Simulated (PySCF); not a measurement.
**C$_{2}$H$_{5}$, SMILES `[CH2]C` (charge 0, multiplicity 2)**

Level of theory: PySCF 2.14.0 with PBE-D3(BJ)/def2-TZVP.

The highest occupied spin orbital is -4.55 eV and the dipole moment comes out as 0.34 D. The total energy is -79.0672 Ha. The cost is roughly 120 core-seconds.

```xyz
7

C      0.8552     0.0756    -0.1005
C     -0.6120    -0.0398     0.0789
H      1.5165    -0.7575     0.1371
H      1.2945     0.9447    -0.5897
H     -1.0891     0.9416     0.2229
H     -1.1053    -0.4946    -0.8058
H     -0.8742    -0.6803     0.9352
```
Charge 0, spin multiplicity 2.
